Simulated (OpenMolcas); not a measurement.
**How methods differ on SiH3 (silyl radical)**

The species is SiH3 (4 atoms), meant as a doublet with charge 0. SMILES: `[SiH3]`. Geometry: relaxed at PBE0-D4/def2-TZVP.

```xyz
4

Si    0.2938   -0.0269   -0.1640
H     0.5592    0.6653    1.1239
H    -0.2240   -1.4017    0.0601
H    -0.6289    0.7632   -1.0200
```

Quantity: the energy change with the Si1–H4 bond stretched from 1.486 to 2.601 Å, in eV. The values are calculated.

| level | kind | program | value (eV) | less FCI/3-21G | CPU time (all runs) |
| --- | --- | --- | --- | --- | --- |
| UHF/3-21G | Hartree–Fock | OpenMolcas | 2.52 | +0.16 | 3.6 s |
| USVWN5/3-21G | LDA | OpenMolcas | 2.64 | +0.28 | 8.3 s |
| UPBE/3-21G | GGA | OpenMolcas | 2.62 | +0.26 | 10 s |
| U-r2SCAN/3-21G | meta-GGA | OpenMolcas | 2.74 | +0.38 | 19 s |
| UB3LYP/3-21G | global hybrid | OpenMolcas | 2.69 | +0.33 | 14 s |
| CASPT2(7,7)/3-21G | multireference | OpenMolcas | 2.34 | -0.02 | 5.3 s |
| CASSCF(7,7)/3-21G | multireference | OpenMolcas | 2.30 | -0.06 | 5.6 s |
| ROCCSD(T)/3-21G | coupled cluster or CI | OpenMolcas | 2.36 | 0.00 | 5.6 s |
| FCI/3-21G | exact in the basis | OpenMolcas | 2.36 | 0.00 | 24 s |

FCI/3-21G is exact within its basis and frozen core, so for wave-function methods in that basis the difference is their error; functionals converge differently with the basis, so for them it is only a difference. The first shape isn't each level's own minimum. The values span 2.30 to 2.74 eV. Spin contamination of the reference (⟨S²⟩ at least 0.1 too high) touches UHF/3-21G, U-r2SCAN/3-21G, UB3LYP/3-21G. All rows use very small basis sets, so even the best lies far from the true value. Times are those of the runs behind each value, whatever else they computed, on shared processors of several kinds: orders of magnitude only.
